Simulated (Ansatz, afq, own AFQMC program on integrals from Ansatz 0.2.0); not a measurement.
# Where AFQMC and coupled cluster stand for CHSi, quartet

```xyz
3

Si    0.0000    0.0217    0.4886
C     0.0000   -0.1035   -0.9911
H     0.0000    0.6300   -1.8051
```

Connectivity, by distances: Si–CH.

Basis cc-pVDZ. Only valence electrons are correlated. Integrals, coupled cluster, full CI and functionals: Ansatz 0.2.0; the random walks run on the same integrals in our own AFQMC program. The CISD trial takes its coefficients from CCSD amplitudes. Released means that phaseless walkers are propagated on without the constraint, phases kept. ± is one standard error of the sampling.

Determinant: UHF, the one that the program's search chose, which needn't be the lowest solution. The geometry is a point of a scan.

No full CI on the walks' own integrals is used here; CCSDT(Q) serves as the reference and is uncertain by about the last step of the cluster series.

Cautions: lower spins were not checked; higher spins were not checked; strong correlation (T1 0.060, weight of the determinant 0.84, largest double 0.06); unrestricted determinant spin contaminated (⟨S²⟩ 3.88 against 3.75); the ph-AFQMC/CISD walk drifts between its halves (2.5 errors).

* T1 diagnostic: 0.0605
* weight of the determinant in the CISD state: 0.836
* ⟨S²⟩ of the determinant: 3.883
* size of the correlated space: 9 electrons in 31 orbitals

Reference: CCSDT(Q), correlation energy -4.979 eV. The released energy is read at 2.40 1/Eh (meV from the phaseless value at times in 1/Eh: -11 ± 12 at 0.24, -27 ± 11 at 0.51, -29 ± 13 at 0.99, -51 ± 14 at 1.62, -12 ± 17 at 2.40).

| level | E − E(reference) (kJ/mol) | share of correlation (%) |
| --- | --- | --- |
| HF | 480.4 | 0.00 |
| MP2 | 118.3 | 75.37 |
| CCSD | 18.9 | 96.07 |
| CCSD(T) | 4.7 | 99.01 |
| CCSDT | 1.2 | 99.76 |
| ph-AFQMC/HF | 9.0 ± 3.7 | 98.12 |
| ph-AFQMC/CISD | 3.8 ± 0.9 | 99.21 |
| released AFQMC | 2.6 ± 1.7 | 99.45 |

Released energies are given only where the last usable release times agree within the noise; a slower fall can still hide under it.
